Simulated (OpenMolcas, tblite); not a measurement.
**C2H6Si (SMILES CC[SiH]): methods side by side**

The species is C2H6Si (9 atoms), meant as a singlet with charge 0. As SMILES, `CC[SiH]`. The shape is that of a PBE0-D4/def2-TZVP optimisation. This is one conformer, not always the lowest.

Each level gives the vertical energy of the triplet above the singlet (eV). The values are calculated.

```
                                  level                   kind     program  value (eV)  less CCSD(T)/cc-pVDZ  CPU time (all runs)
                               GFN2-xTB         semi-empirical      tblite        1.47                 +0.16            under 2 s
                              IPEA1-xTB         semi-empirical      tblite        2.07                 +0.76            under 2 s
                             HF/cc-pVDZ           Hartree–Fock  OpenMolcas        0.74                 -0.57                 11 s
                          SVWN5/cc-pVDZ                    LDA  OpenMolcas        1.30                 -0.01                 48 s
                            PBE/cc-pVDZ                    GGA  OpenMolcas        1.17                 -0.14                 77 s
                           TPSS/cc-pVDZ               meta-GGA  OpenMolcas        1.14                 -0.17                2 min
                          BHLYP/cc-pVDZ          global hybrid  OpenMolcas        1.35                 +0.04                 75 s
CCSD(T)/cc-pVDZ, open shells restricted  coupled cluster or CI  OpenMolcas        1.31                  0.00                 42 s
```

CCSD(T)/cc-pVDZ, open shells restricted is the highest level here, not the true value. The values span 0.74 to 2.07 eV. Times are those of the runs behind each value, whatever else they computed, on shared processors of several kinds: orders of magnitude only.
